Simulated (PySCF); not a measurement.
C2H, multiplicity 2. Atoms are numbered in the order given.

```xyz
3

C      0.0000     0.0000     0.7281
C      0.0000     0.0000    -0.4720
H      0.0000     0.0000    -1.5363
```
Charge 0, spin multiplicity 2.

Geometry optimised at B3LYP-D3(BJ)/def2-TZVPD. The isomer is the one that the SMILES or the coordinates give; other isomers of the formula were not compared.

Calculation: PBE/def2-TZVPD (PySCF).

Isolated molecule, no solvent.

Computed frontier levels, dipole moment and polarisability:
```
Property                                                          Result
-----------------------------------------------  -----------------------
α spin, highest occupied and lowest empty level       -7.72 and -0.62 eV
β spin, highest occupied and lowest empty level       -7.35 and -6.25 eV
dipole moment                                                     0.78 D
mean static polarisability                          25.0 bohr³ (3.71 Å³)
polarisability, principal values                  23.8, 23.8, 27.5 bohr³
⟨S²⟩                                             0.772 (pure state 0.75)
```
